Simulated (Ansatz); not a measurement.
# CH5BS (SMILES CBS): a rigid scan of the dihedral angle C1–B2–S3–H8

Aim: the energy along the dihedral angle C1–B2–S3–H8, from CCSD(T) and from cheaper methods, relative to the minimum. All other internal coordinates keep their values.

Computed with Ansatz 0.2.0, Gaussian basis. Level: single points in def2-TZVPP.

Levels: PBE-D4, r2SCAN-D4, PBE0-D4, B3LYP-D4, wB97M-V, Hartree-Fock, MP2, CCSD, CCSD(T). The scan takes -152.0, -116.0, -80.0, -44.0, -8.0, 28.0, 64.0, 100.0, 136.0, 172.0°.

Cores are frozen in the correlated methods. B3LYP uses VWN-RPA correlation.

### 1 The system as given

The minimum, relaxed at PBE0-D4: SMILES `CBS`, 8 atoms, charge 0, spin multiplicity 1.

Atoms are counted from 1 here; the program's logs count them from 0.

Bond lengths: C1–B2 1.558 Å, C1–H4 1.096 Å, C1–H5 1.096 Å, C1–H6 1.092 Å, B2–S3 1.782 Å, B2–H7 1.195 Å, S3–H8 1.343 Å. Angles: B2–C1–H4 109.5°, B2–C1–H5 109.5°, B2–C1–H6 115.2°, H4–C1–H5 105.3°, H4–C1–H6 108.4°, H5–C1–H6 108.4°, C1–B2–S3 119.7°, C1–B2–H7 121.8°, S3–B2–H7 118.5°, B2–S3–H8 98.9°.

As a file:

```
C    -0.6327    0.8479   -0.2658
B     0.3426   -0.3618   -0.1543
S     0.5981   -1.1480    1.4245
H    -1.4139    0.6227   -1.0011
H    -0.0968    1.7144   -0.6703
H    -1.1133    1.1446    0.6683
H     0.9323   -0.7852   -1.1038
H     1.4758   -2.0917    1.0468
```

Energies of the minimum (eV), from earlier single points: PBE-D4 -12624.64953, r2SCAN-D4 -12630.16260, PBE0-D4 -12625.99888, B3LYP-D4 -12633.10285, wB97M-V -12630.23637, CCSD(T) -12614.84090.

At the minimum the dihedral angle C1–B2–S3–H8 is -180.0°.

### 2 C1–B2–S3–H8 = -152.0°

Input file ccsdt-tzvpp/in.yaml:

```yaml
crystal:
  periodic: [false, false, false]
  atoms:
    - {symbol: C, position_ang: [-0.632711, 0.847926, -0.265769]}
    - {symbol: B, position_ang: [0.342611, -0.361826, -0.154305]}
    - {symbol: S, position_ang: [0.598103, -1.147999, 1.424469]}
    - {symbol: H, position_ang: [-1.413862, 0.622676, -1.001100]}
    - {symbol: H, position_ang: [-0.096794, 1.714406, -0.670285]}
    - {symbol: H, position_ang: [-1.113267, 1.144572, 0.668322]}
    - {symbol: H, position_ang: [0.932322, -0.785187, -1.103838]}
    - {symbol: H, position_ang: [1.847185, -1.601597, 1.230743]}
basis:
  gaussian: {orbitals: def2-TZVPP}
correlation: {method: ccsd_t}
```

No record of the launch command was kept for these runs.

After this run come: C1–B2–S3–H8 = -116.0°; C1–B2–S3–H8 = -80.0°; C1–B2–S3–H8 = -44.0°; C1–B2–S3–H8 = -8.0°; C1–B2–S3–H8 = 28.0°; C1–B2–S3–H8 = 64.0°; C1–B2–S3–H8 = 100.0°; C1–B2–S3–H8 = 136.0°; C1–B2–S3–H8 = 172.0°.

Before running it: what results should come out? Wanted: highest point, CCSD(T); lowest point, CCSD(T); RMS deviation from CCSD(T); largest T1 diagnostic.

As calculated:

| quantity | value |
| --- | --- |
| highest point, CCSD(T) | 0.869 eV at -80.0° |
| lowest point, CCSD(T) | 0.000 eV at -180.0° |
| RMS deviation from CCSD(T) | PBE-D4 0.010, r2SCAN-D4 0.011, PBE0-D4 0.004, B3LYP-D4 0.003, wB97M-V 0.013, Hartree-Fock 0.029, MP2 0.002, CCSD 0.010 eV |
| largest T1 diagnostic | 0.013 |

**Reading.** Over the points sampled the torsion costs at most 0.869 eV, enough to slow or lock the rotation at room temperature. A rigid scan overstates barriers, since nothing else may give way. Best along the scan: MP2. Worst: Hartree-Fock.
